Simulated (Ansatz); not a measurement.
Input for Ansatz (development build ahead of 0.2.0):

```yaml
crystal:
  periodic: [false, false, false]
  atoms:
    - { symbol: C, position_ang: [-0.00932, -0.00335, 0.00142] }
    - { symbol: C, position_ang: [1.41122, -0.00434, -0.00845] }
    - { symbol: C, position_ang: [-0.70704, 1.22027, -0.0089] }
    - { symbol: C, position_ang: [-0.70696, -1.23314, -0.00558] }
    - { symbol: H, position_ang: [1.9844, -0.93026, -0.00151] }
    - { symbol: H, position_ang: [1.96967, 0.94352, 0.00036] }
    - { symbol: H, position_ang: [-1.80843, 1.24017, -0.00107] }
    - { symbol: H, position_ang: [-0.16899, 2.184, -0.00338] }
    - { symbol: H, position_ang: [-1.7913, -1.24801, -0.00445] }
    - { symbol: H, position_ang: [-0.18682, -2.17763, 0.00266] }
basis:
  gaussian: { orbitals: cc-pVDZ }
magnetization:
  spin_polarized: true
  initial_magnetization: 2
hamiltonian:
  xc: hf
correlation:
  method: mp2
  frozen_orbitals: { C: 1, H: 0 }
```

The input is written out in the form of the current development build from the run's settings.

Output:

```json
{"Converged": "yes", "Reference energy": "-154.91197 hartree", "Correlation energy": "-0.47797 hartree", "Total energy": "-155.38994 hartree", "Spin squared of the determinant": "2.197"}
```

Caution: the unrestricted determinant is spin contaminated.
